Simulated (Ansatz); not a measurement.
A made-up structure of Si2NH5, closed shell:

```xyz
8
angstrom
N -1.2574 0.6657 -1.2287
Si 0.0412 0.7766 -0.6056
Si 0.4599 -0.5988 0.7377
H -2.0358 -0.0808 -1.0504
H 1.1352 1.8981 -0.9152
H 0.6822 0.2605 1.9817
H 1.6913 -1.2581 0.1136
H -0.7166 -1.6632 0.9669
```

It is relaxed with PBE-D4/def2-SVP and then PBE0-D4/def2-TZVP (Ansatz 0.2.0). Atoms count as bonded within 1.22 times the sum of their covalent radii (H–H: 0.88 Å). The end point is not checked to be a true minimum.

Does its bonding change? (A judgement: the text doesn't fix the answer.)

By the calculation: No: no bond forms or breaks.

Where it ends: The first stage lowers the energy by 2.79 eV in 9 steps. It ends as Si₂NH₅ ([NH][SiH][SiH3]):
```
8
angstrom
N -1.4755 0.8908 -1.5282
Si -0.0908 0.8330 -0.7251
Si 0.6022 -0.7096 0.9043
H -2.1857 0.1908 -1.3480
H 0.8946 1.8952 -1.0485
H 0.8984 0.0030 2.1760
H 1.8371 -1.4016 0.4470
H -0.4804 -1.7017 1.1225
```

Labels in which every atom is bracketed show which atoms are joined, not bond orders.

For scale, one of the runs: PBE0-D4/def2-TZVP relaxation, 135 basis functions, launched by `ansatz run in.yaml --threads 2 --pin off --events-out ev --progress --plain --max-ram 4352MiB`. The run took about 15 s on 2 CPU threads of an Arm Neoverse V2 (shared host).
